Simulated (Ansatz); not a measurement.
# Au: frozen-core PAW against all-electron methods

```
CELL_PARAMETERS angstrom
0.00000 2.07827 2.07827
2.07827 0.00000 2.07827
2.07827 2.07827 0.00000
ATOMIC_POSITIONS crystal
Au 0.00000 0.00000 0.00000
```

The structure comes from a relaxation in the same program, started in the fcc type, and has space group Fm-3m. Whether it is a known phase or the ground state wasn't checked.

No spin–orbit coupling, which matters for the heavy atoms here.

Levels of theory: DFT, PBE, PAW with Ansatz's default frozen-core files, scalar-relativistic (Ansatz 0.2.0); DFT, PBE, all-electron LAPW, scalar-relativistic (Ansatz 0.2.0).

For PAW: a Γ-centred 14×14×14 k mesh, Fermi–Dirac smearing of 0.03 eV, cutoff 420 eV, no spin polarisation. LAPW targets a basis error of 1 meV/atom. The Ansatz runs share mesh, smearing and spin set-up. Plane-wave (PAW) pressures include the program's estimate of the Pulay term.

Stress and pressure are positive in compression.

Levels count from the Fermi level.

PAW results:

```csv
quantity,PAW
pressure (GPa),0.02
highest filled level at L (eV),-0.656
lowest empty level at L (eV),2.891
highest filled level at W (eV),-1.561
lowest empty level at W (eV),4.533
highest filled level at Γ (eV),-2.957
lowest empty level at Γ (eV),14.610
```

Problem. What does all-electron LAPW give for the same quantities?

Solution. 
```
                      quantity    LAPW
                pressure (GPa)    0.00
highest filled level at L (eV)  -0.655
  lowest empty level at L (eV)   2.889
highest filled level at W (eV)  -1.561
  lowest empty level at W (eV)   4.531
highest filled level at Γ (eV)  -2.956
  lowest empty level at Γ (eV)  14.606
```
